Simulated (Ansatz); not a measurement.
**Structural energy differences of chromium**

Computed with DFT, BLYP, plane waves (420 eV) with PAW, scalar-relativistic in Ansatz 0.2.0. (PAW data from PBE, frozen cores regenerated.)

Each structure is relaxed within its own symmetry, so a high-lying one may be dynamically unstable.

**Question.** Rank these structures of chromium by energy per atom, lowest first.
A. hcp
B. simple cubic
C. A15
D. bcc
E. dhcp
F. omega (AlB2-type)
G. diamond

**Answer.** D (0 meV/atom), C (82 meV/atom), F (330 meV/atom), E (384 meV/atom), A (393 meV/atom), B (865 meV/atom), G (1512 meV/atom).

| structure | ΔE (meV/atom) | V (Å³/atom) | cell | magnetic state |
| --- | --- | --- | --- | --- |
| bcc | 0 | 12.22 | a = 2.902 Å | antiferromagnetic, largest moment 1.16 μB in the atomic sphere |
| A15 | 82 | 12.09 | a = 4.591 Å | non-magnetic |
| omega (AlB2-type) | 330 | 12.26 | a = 4.290 Å, c = 2.306 Å (c/a = 0.538) | spin not included |
| dhcp | 384 | 12.30 | a = 2.517 Å, c = 8.968 Å (c/a = 3.563) | non-magnetic |
| hcp | 393 | 12.32 | a = 2.504 Å, c = 4.538 Å (c/a = 1.812) | non-magnetic |
| simple cubic | 865 | 13.29 | a = 2.369 Å | non-magnetic |
| diamond | 1512 | 20.64 | a = 5.487 Å | antiferromagnetic, largest moment 2.63 μB in the atomic sphere |

ΔE counts from bcc.

Differences under about 8 meV lie within the error of the k-point mesh.
